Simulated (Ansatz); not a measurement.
Process, species as SMILES: OO (H2O2) → 2 [OH] (OH)
B3LYP-D3(BJ)/def2-TZVP geometries, fixed; electronic energies without zero-point terms.
Largest species:
```
O
H 1 0.9680
O 1 1.4504 2 100.54
H 3 0.9680 1 100.54 2 115.91
```

Basis-set convergence of the bond dissociation energy at CCSD(T) with Ansatz (a quantum-chemistry and plane-wave program). Cartesian d functions, on some or all atoms, in 6-31G*, 6-31+G*; all else is spherical. Cores are frozen. Open shells are unrestricted. No added dispersion term, no relativity. Functions are those of the species that has most. Reference: Hartree-Fock in cc-pVQZ plus the correlation part extrapolated as X^-3 from cc-pVTZ and cc-pVQZ, 54.57 kcal/mol, itself unsure by roughly 0.62 kcal/mol (a third of the extrapolation step and of the last Hartree-Fock step). Deviations are taken from unrounded values.

| basis | functions | bond dissociation energy (kcal/mol) |
|---|---|---|
| 6-31G* | 34 | 48.05 |
| 6-31+G* | 42 | 46.30 |
| cc-pVDZ | 38 | 47.11 |
| aug-cc-pVDZ | 64 | 46.92 |
| def2-SVP | 38 | 48.74 |
| def2-SVPD | 62 | 47.13 |
| pcseg-1 | 38 | 44.19 |
| aug-pcseg-1 | 64 | 45.82 |
| 6-311G** | 48 | 47.85 |
| 6-311+G** | 56 | 46.01 |
| def2-TZVP | 74 | 51.31 |
| def2-TZVPD | 98 | 50.95 |
| cc-pVTZ | 88 | 52.15 |
| aug-cc-pVTZ | 138 | 52.12 |
| pcseg-2 | 88 | 51.90 |
| aug-pcseg-2 | 138 | 51.94 |
| def2-TZVPP | 90 | 51.61 |
| def2-TZVPPD | 114 | 51.28 |
| def2-QZVPP | 174 | 53.10 |
| def2-QZVPPD | 198 | 53.06 |

What the diffuse functions change, pair by pair:
- 6-31G* to 6-31+G*: 8 more functions, deviation -6.52 to -8.27 kcal/mol
- cc-pVDZ to aug-cc-pVDZ: 26 more functions, deviation -7.46 to -7.65 kcal/mol
- def2-SVP to def2-SVPD: 24 more functions, deviation -5.83 to -7.44 kcal/mol
- pcseg-1 to aug-pcseg-1: 26 more functions, deviation -10.38 to -8.75 kcal/mol
- 6-311G** to 6-311+G**: 8 more functions, deviation -6.71 to -8.55 kcal/mol
- def2-TZVP to def2-TZVPD: 24 more functions, deviation -3.26 to -3.62 kcal/mol
- cc-pVTZ to aug-cc-pVTZ: 50 more functions, deviation -2.42 to -2.45 kcal/mol
- pcseg-2 to aug-pcseg-2: 50 more functions, deviation -2.67 to -2.63 kcal/mol
- def2-TZVPP to def2-TZVPPD: 24 more functions, deviation -2.95 to -3.28 kcal/mol
- def2-QZVPP to def2-QZVPPD: 24 more functions, deviation -1.47 to -1.51 kcal/mol

They bring the value nearer the reference by more than 0.62 kcal/mol in 1 of 10 pairs.
